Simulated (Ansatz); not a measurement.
# Counterpoise correction, worked out

The pair of NH3 (SMILES N, atoms 1–4) and H2S (SMILES S, atoms 5–7), both closed shells, in one local arrangement (a lower one may exist), relaxed at PBE0-D4/def2-TZVP:

```csv
atom,x (Å),y (Å),z (Å)
N1,-0.0734,0.0665,-1.1600
H2,0.4452,0.8501,-1.5375
H3,0.3632,-0.7801,-1.5037
H4,-1.0076,0.1039,-1.5493
S5,-0.2424,0.2765,2.2995
H6,0.6705,-0.6842,2.5039
H7,-0.1554,0.1673,0.9471
```

Program: Ansatz 0.2.0. Basis: def2-TZVPPD. Cores are frozen in the correlated methods.

CCSD(T) total energies in eV:

| system | geometry | basis functions | energy |
| --- | --- | --- | --- |
| pair | pair | all | -12392.53342 |
| NH3 | as in the pair | all (partner as ghosts) | -1536.87224 |
| H2S | as in the pair | all (partner as ghosts) | -10855.53263 |
| NH3 | as in the pair | its own | -1536.85987 |
| H2S | as in the pair | its own | -10855.52361 |
| NH3 | free (PBE0-D4 minimum) | its own | -1536.86069 |
| H2S | free (PBE0-D4 minimum) | its own | -10855.52983 |

Question: Work out the interaction energy with and without the counterpoise correction, the superposition error, and the binding energy from the relaxed fragments.

Answer: Without correction: -12392.53342 − (-1536.85987) − (-10855.52361) = -0.14994 eV.
With correction (each fragment in the whole basis): -12392.53342 − (-1536.87224) − (-10855.53263) = -0.12855 eV = -2.96 kcal/mol.
The superposition error is the difference, 0.02139 eV, 14 % of the uncorrected value: each fragment borrows its partner's functions.
Deformation from the free shapes: 0.00082 eV for NH3 and 0.00622 eV for H2S.
Binding energy from relaxed fragments: -0.12855 + 0.00082 + 0.00622 = -0.12151 eV = -2.80 kcal/mol (electronic, without zero-point energy; negative means bound). For comparison, the corrected interaction energy by CCSD(T) at an estimated basis limit (MP2 extrapolated from triple and quadruple zeta, plus CCSD(T) − MP2 in triple zeta) is -0.147 eV; triple zeta with the correction binds less.

No T1 diagnostic of these runs exceeds 0.011.

For scale, one of the runs: CCSD(T)/def2-TZVPPD, 173 basis functions, launched by `ansatz run in.yaml --threads 2 --pin off --events-out ev --progress --plain --max-ram 5222MiB`. The run took 14 s on 2 CPU threads of an Arm Neoverse V2 (shared host), with 1.4 GiB of host memory at its peak.
